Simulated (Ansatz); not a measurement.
## Scan of [BH2···H···BH2], doublet

Starting geometry:

```xyz
7

B    -1.5102    0.0000    0.0000
H    -2.1069    1.0336    0.0000
H    -2.1069   -1.0336    0.0000
H    -0.3167    0.0000    0.0000
B     1.5488    0.0000    0.0000
H     2.0579    0.0000    1.0770
H     2.0579    0.0000   -1.0770
```

From there H4 is moved from one fragment to the other while all else, the fragments' distance too, stays fixed; atoms are numbered as listed. Energies are in eV, counted from the starting geometry at the same level.

Basis cc-pVDZ; Ansatz 0.2.0. Only valence electrons are correlated (noble-gas cores frozen). R marks a restricted (for open shells ROHF) determinant, U an unrestricted one.

For open shells CISD is restricted-active-space CI with the open shells as a complete middle space.

Full CI isn't at hand for all of this; UCCSDT(Q) serves as the reference, and is uncertain by about the last step of the cluster series. The frozen core follows each run's orbitals, which can shift R against U totals by a few meV.

```
distance B1-H4 (Å)  UCCSDT(Q)  error RHF  error UMP2  error CISD  error UCCSD(T)  error RCCSDT  error UCCSDT
             1.110      0.106     -0.069      -0.014      -0.018          -0.001         0.000         0.000
             1.194      0.000      0.000       0.000       0.000           0.000         0.000         0.000
             1.293      0.060      0.104       0.021       0.026           0.002         0.000         0.000
             1.392      0.190      0.227       0.045       0.055           0.004         0.001         0.001
             1.492      0.284      0.332       0.064       0.073           0.006         0.002         0.001
             1.591      0.280      0.320       0.062       0.072           0.006         0.001         0.001
             1.690      0.186      0.206       0.042       0.051           0.004         0.001         0.001
             1.790      0.076      0.083       0.018       0.022           0.002         0.000         0.000
             1.889      0.067     -0.017      -0.002      -0.004           0.000         0.000         0.000
```

Errors are those of relative energies. In total energy the starting point itself misses UCCSDT(Q) by: RHF 5.895, UMP2 1.325, CISD 0.525, UCCSD(T) 0.026, RCCSDT 0.003, UCCSDT 0.002 eV.

Spread of the error over the points with a reference, to 1.889 Å (largest less smallest): UCCSDT 0.002, RCCSDT 0.002, UCCSD(T) 0.007, UMP2 0.077, CISD 0.091, RHF 0.401 eV.
